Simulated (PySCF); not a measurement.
Geometry:
```csv
atom,x (Å),y (Å),z (Å)
B1,-0.191,0.010,-0.037
S2,1.393,-0.186,-0.093
H3,-1.357,0.154,0.004
```

Geometry: PBE0-D3(BJ)/def2-TZVP; GIAO shifts from PySCF, gas phase, non-relativistic, averaged over equivalent atoms.

At KT3/pcSseg-2 (93 basis functions, 1.8 s wall time on 1 thread of an Arm Neoverse V2, shared host):
```
atoms  δ (ppm)
   B1     41.8
   S2     11.7
   H3     2.39
```

References, each an isolated molecule treated in the same way: 11B (σref 98.26) against BF3·OEt2; 33S (σref 535.12) vs CS2; 1H (σref 31.63) against TMS.

**Question.** What do these become at PBE0/pcSseg-2?

**Answer.** 
```csv
atoms,δ at PBE0/pcSseg-2,change
B1,50.3,+8.5
S2,36.8,+25.1
H3,2.39,+0.00
```

Referencing at the same level of theory: BF3·OEt2 for 11B (98.70 ppm); 33S (512.98 ppm) against CS2; 1H (31.52 ppm) against TMS.

The largest change is at S2 (sulfur bonded to B). Cost: 93 basis functions, 2.6 s wall time on 1 thread of an Arm Neoverse V2, shared host.
